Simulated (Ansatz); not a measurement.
## Sc: from a trial structure to a relaxed crystal

Computed with DFT PBEsol, scalar-relativistic, plane waves, PAW in Ansatz 0.2.0. Cutoff 420 eV, Γ-centred k mesh, Gaussian smearing, no spin polarisation in the final step.

The start puts Sc on the samarium (9R) structure type (R-3m, No. 166), at a guessed volume.

```
Sc
1.0
     1.73332    1.00073    8.37704
    -1.73332    1.00073    8.37704
     0.00000   -2.00147    8.37704
Sc
3
Direct
  0.00000 0.00000 0.00000
  0.22222 0.22222 0.22222
  0.77778 0.77778 0.77778
```

Cell and atoms relax at zero pressure; the relaxation can't lower the symmetry of the start. After a coarse first stage the cell is made exact in the group found at 0.06 Å.

Energies count from the standard state of Sc at the same level.

Question: Which crystal results?

Answer: It keeps R-3m (No. 166). The result has the samarium (9R) structure. Conventional cell: a = 3.256 Å, c = 23.122 Å. Sc on Wyckoff site a (1 atom of the primitive cell) has 12 Sc at 3.20–3.26 Å; Sc on Wyckoff site c (2 atoms of the primitive cell) has 12 Sc at 3.16–3.26 Å.

```cif
data_structure
_symmetry_space_group_name_H-M 'R-3m:H'
_symmetry_Int_Tables_number 166
_cell_length_a 3.2557
_cell_length_b 3.2557
_cell_length_c 23.1223
_cell_angle_alpha 90.000
_cell_angle_beta 90.000
_cell_angle_gamma 120.000
_cell_volume 212.26
loop_
_atom_site_label
_atom_site_type_symbol
_atom_site_symmetry_multiplicity
_atom_site_Wyckoff_symbol
_atom_site_fract_x
_atom_site_fract_y
_atom_site_fract_z
_atom_site_occupancy
Sc1 Sc 3 a 0.00000 0.00000 0.00000 1
Sc2 Sc 6 c 0.33333 0.66667 0.88822 1
```

Question: What are its volume, energy, density and gap?

Answer: The volume per atom is 23.58 Å³. The density is 3.17 g/cm³, the energy over the standard structure is 0.01 eV/atom and the gap on the 18×18×18 mesh is 0 eV (a metal).

The final run used a 18×18×18 mesh on its 3-atom cell and 0.10 eV smearing. For metals, differences of a few meV/atom aren't resolved. Symmetry constrained the relaxation, so the result can be a saddle point. The steps took about 110 core-seconds in all.